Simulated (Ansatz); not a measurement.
A made-up structure of SiH₃S (charge +1), closed shell:

```
atom    x (Å)    y (Å)    z (Å)
 Si1   1.1971   0.5212   0.7473
  S2  -0.3671  -0.4735  -0.0721
  H3  -0.5864  -1.7384   0.3767
  H4  -1.1480   0.1085  -1.0214
  H5   0.9760   1.6919  -0.0253
```

It is relaxed with PBE-D4/def2-SVP and then PBE0-D4/def2-TZVP (Ansatz 0.2.0). Atoms count as bonded within 1.22 times the sum of their covalent radii (H–H: 0.88 Å). The end point is not checked to be a true minimum.

Question: Does its bonding change? (A judgement: the text doesn't fix the answer.)

Answer: By the calculation: No: no bond forms or breaks.

Where it ends: The first stage lowers the energy by 0.92 eV in 18 steps. It ends as SiH₃S ([SiH][SH2]), total charge +1:
```xyz
5
angstrom
Si 1.1773 0.6075 0.9538
S -0.1250 -0.7001 -0.4943
H -0.7307 -1.5574 0.3535
H -1.2075 0.0760 -0.7143
H 0.9575 1.6837 -0.0935
```

Labels in which every atom is bracketed show which atoms are joined, not bond orders.

For scale, one of the runs: PBE0-D4/def2-TZVP relaxation, 92 basis functions, launched by `ansatz run in.yaml --threads 2 --pin off --events-out ev --progress --plain --max-ram 4352MiB`. Hardware: 2 CPU threads of an Arm Neoverse V1, shared host. Wall time about 7.5 s.
